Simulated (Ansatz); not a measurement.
Reactions of C₃H₃FS (`C=C1SC1F`).

Computed with Ansatz on PBE0-D4/def2-TZVP structures; ΔE is electronic, products minus reactants. CCSD(T)/CBS is the MP2 limit (def2-TZVPP, def2-QZVPP) plus CCSD(T) − MP2 in def2-TZVPP, frozen cores. This one scheme is used for every species, atoms too. DFT in def2-TZVPP. B3LYP here is the variant with VWN-RPA as its local correlation; programs differ in this. No spin–orbit coupling; open shells (•) take unrestricted orbitals. Spin–orbit coupling would lower the free atoms: a little for C, F, S. One conformer a species, not always the lowest.

```json
{"reaction": "`C=C1SC1F` + H₂ → `C=C1CS1` + H–F", "B97M-V (kJ/mol)": "-90", "B3LYP-D4 (kJ/mol)": "-92", "ωB97X-V (kJ/mol)": "-94"}
{"reaction": "`C=C1SC1F` → `FCC=C=S`", "B97M-V (kJ/mol)": "-21", "B3LYP-D4 (kJ/mol)": "-32", "ωB97X-V (kJ/mol)": "-15"}
{"reaction": "`C=C1SC1F` → `FCC1=CS1`", "B97M-V (kJ/mol)": "123", "B3LYP-D4 (kJ/mol)": "112", "ωB97X-V (kJ/mol)": "109"}
{"reaction": "`C=C1SC1F` → 3 C• + F• + 3 H• + S•", "B97M-V (kJ/mol)": "3280", "B3LYP-D4 (kJ/mol)": "3245", "ωB97X-V (kJ/mol)": "3255"}
{"reaction": "`C=C1SC1F` → `FC1C=C1S`", "B97M-V (kJ/mol)": "69", "B3LYP-D4 (kJ/mol)": "68", "ωB97X-V (kJ/mol)": "59"}
{"reaction": "`C=C1SC1F` + CH₄ → `C=C1SC1C` + H–F", "B97M-V (kJ/mol)": "-30", "B3LYP-D4 (kJ/mol)": "-36", "ωB97X-V (kJ/mol)": "-39"}
```

Question: Give the CCSD(T)/CBS values in the same order. (Estimate.)

Answer: The calculation gave: -108, -23, 103, 3237, 67, -55 kJ/mol.

Largest T1 diagnostic: 0.015, for `FCC=C=S`.
